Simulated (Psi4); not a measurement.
Reaction (SMILES): [SiH4] (SiH4) → [SiH3-] + H+
B3LYP-D3(BJ)/def2-TZVP geometries, fixed; electronic energies without zero-point terms.
Largest species:
```
Si
H 1 1.4803
H 1 1.4803 2 109.47
H 1 1.4803 2 109.47 3 -120.00
H 1 1.4803 2 109.47 4 -120.00
```
Charge 0, spin multiplicity 1.

The deprotonation energy at MP2 with Psi4, in kcal/mol, split into its Hartree-Fock and correlation parts. Density fitting with the program's default auxiliary sets. Cores are frozen. No added dispersion term, no relativity. Functions are those of the species that has most. These sets lack the diffuse functions that anions need.

```
basis        X  functions  Hartree-Fock     MP2
-----------  -  ---------  ------------  ------
cc-pV(D+d)Z  2         43        389.88  387.38
cc-pV(T+d)Z  3         95        389.38  384.38
cc-pV(Q+d)Z  4        184        387.75  381.98
```

Worked estimate of the basis-set limit from each neighbouring pair, with Hartree-Fock from the larger set and the correlation part extrapolated as X^-3.
Correlation parts: X = 2: -2.50, X = 3: -5.00, X = 4: -5.77.
- (2,3): (27·(-5.00) - 8·(-2.50))/19 = -6.05; with Hartree-Fock 389.38 the estimate is 383.33 kcal/mol.
- (3,4): (64·(-5.77) - 27·(-5.00))/37 = -6.33; with Hartree-Fock 387.75 the estimate is 381.42 kcal/mol.
The last two estimates differ by 1.91 kcal/mol; the largest set lies 0.56 from the last. Over the last step Hartree-Fock moves by -1.63 and the correlation part by -0.77.
